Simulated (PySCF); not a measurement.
**How good is the calculation?**

Bonds (- single, = double, # triple, : aromatic): Cl1-C2 1.783 Å, C2-C3 1.514 Å, C3-Cl4 1.784 Å. C2 carries H5, H6; C3 carries H7, H8.

Measured values that the calculation should reproduce: δ 13C C2/C3 45.0; δ 1H H5/H6/H7/H8 3.90 ppm (measured; solution, DMSO-d6, 298 K; Fulmer et al., Organometallics 2010, 29, 2176).
δ 13C C2/C3 44.6; δ 1H H5/H6/H7/H8 3.77 ppm (measured; solution, THF-d8, 298 K; Fulmer et al., Organometallics 2010, 29, 2176).
δ 13C C2/C3 45.5; δ 1H H5/H6/H7/H8 3.81 ppm (measured; solution, CD3CN, 298 K; Fulmer et al., Organometallics 2010, 29, 2176).
δ 13C C2/C3 43.5; δ 1H H5/H6/H7/H8 3.73 ppm (measured; solution, CDCl3, 298 K; Fulmer et al., Organometallics 2010, 29, 2176).
δ 13C C2/C3 45.1; δ 1H H5/H6/H7/H8 3.78 ppm (measured; solution, CD3OD, 298 K; Fulmer et al., Organometallics 2010, 29, 2176).
δ 13C C2/C3 45.3; δ 1H H5/H6/H7/H8 3.71 ppm (measured; solution, TFE-d3, 298 K; Fulmer et al., Organometallics 2010, 29, 2176).

All values are calculated (PySCF): GFN2-xTB geometry, NMR shieldings at PBE0/pcSseg-1/GIAO. Gas phase, non-relativistic Hamiltonian, fast rotation and ring inversion assumed for equivalent nuclei, single conformer.

Task: What does the calculation give, and how does it compare?

Result: 
Reference values: measured (solution, DMSO-d6, 298 K; Fulmer et al., Organometallics 2010, 29, 2176).
```tsv
atoms	quantity	reference	computed	computed, scaled
C2/C3	δ 13C	45.0	48.9	40.0
H5/H6/H7/H8	δ 1H	3.90	3.59	3.48
```

Reference values: measured (solution, THF-d8, 298 K; Fulmer et al., Organometallics 2010, 29, 2176).
| atoms | quantity | reference | computed | computed, scaled |
| --- | --- | --- | --- | --- |
| C2/C3 | δ 13C | 44.6 | 48.9 | 40.0 |
| H5/H6/H7/H8 | δ 1H | 3.77 | 3.59 | 3.48 |

Reference values: measured (solution, CD3CN, 298 K; Fulmer et al., Organometallics 2010, 29, 2176).
```
      atoms  quantity  reference  computed  computed, scaled
      C2/C3     δ 13C       45.5      48.9              40.0
H5/H6/H7/H8      δ 1H       3.81      3.59              3.48
```

Reference values: measured (solution, CDCl3, 298 K; Fulmer et al., Organometallics 2010, 29, 2176).
```
      atoms  quantity  reference  computed  computed, scaled
      C2/C3     δ 13C       43.5      48.9              40.0
H5/H6/H7/H8      δ 1H       3.73      3.59              3.48
```

Reference values: measured (solution, CD3OD, 298 K; Fulmer et al., Organometallics 2010, 29, 2176).
```json
{"atoms": "C2/C3", "quantity": "δ 13C", "reference": "45.1", "computed": "48.9", "computed, scaled": "40.0"}
{"atoms": "H5/H6/H7/H8", "quantity": "δ 1H", "reference": "3.78", "computed": "3.59", "computed, scaled": "3.48"}
```

Reference values: measured (solution, TFE-d3, 298 K; Fulmer et al., Organometallics 2010, 29, 2176).
| atoms | quantity | reference | computed | computed, scaled |
| --- | --- | --- | --- | --- |
| C2/C3 | δ 13C | 45.3 | 48.9 | 40.0 |
| H5/H6/H7/H8 | δ 1H | 3.71 | 3.59 | 3.48 |

Computed shifts are σ(ref) − σ with the named reference compound (TMS for H and C) calculated as an isolated molecule at the same level. The measured values may be among those fitted. Scaled to experiment by linear calibration (H and C: mostly CDCl3 data, vs TMS): 1H (scatter 0.17 ppm rms, 0.18 ppm with the 4 outliers that the fit left out); 13C (scatter 2.1 ppm rms, 2.3 ppm with the 13 outliers that the fit left out, with a fitted term for attached Cl). A few per cent of atoms miss by over 2 rms, more outside the fitted compound classes.

Task: How far are the unscaled 13C shifts from the references?

Result: Mean signed difference +4.07 ppm, mean absolute 4.07 ppm over 6 comparisons; the largest is +5.4 ppm at C2/C3 (sp3 CH2 bonded to Cl).

Task: How far are the unscaled 1H shifts from the references?

Result: Mean signed difference -0.19 ppm, mean absolute 0.19 ppm over 6 comparisons; the largest is -0.31 ppm at H5/H6/H7/H8 (hydrogen on an sp3 CH2 bonded to Cl).

12 of the 22 published NMR values on file for this molecule are compared. The rest: values from further sources, protons in aromatic solvents.

Carbons that carry Cl, above all several Cl atoms, come out too deshielded, partly because spin–orbit coupling is missing.
